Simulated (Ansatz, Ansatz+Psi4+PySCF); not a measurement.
```json
{"atom": "H", "x (Å)": "0.0000", "y (Å)": "0.0000", "z (Å)": "0.3709"}
{"atom": "H", "x (Å)": "0.0000", "y (Å)": "0.0000", "z (Å)": "-0.3709"}
```

Basis set: cc-pVTZ (spherical functions). All electrons are correlated. Charge 0, multiplicity 1.

Computed with Ansatz (development build ahead of 0.2.0); each method stands on the lowest determinant of its kind that the runs found. Restricted open shells among the atoms or ions are ROHF, correlated in semicanonical orbitals with singles.

**Question.** Give the atomization energy at this shape (free ground-state atoms in the same class of orbitals less the molecule, no zero-point energy) of singlet H₂ by RHF-CCSD(T), RHF-MP2.

**Answer.**

```
     method  atomization energy
RHF-CCSD(T)             4.70 eV
    RHF-MP2             4.49 eV
```
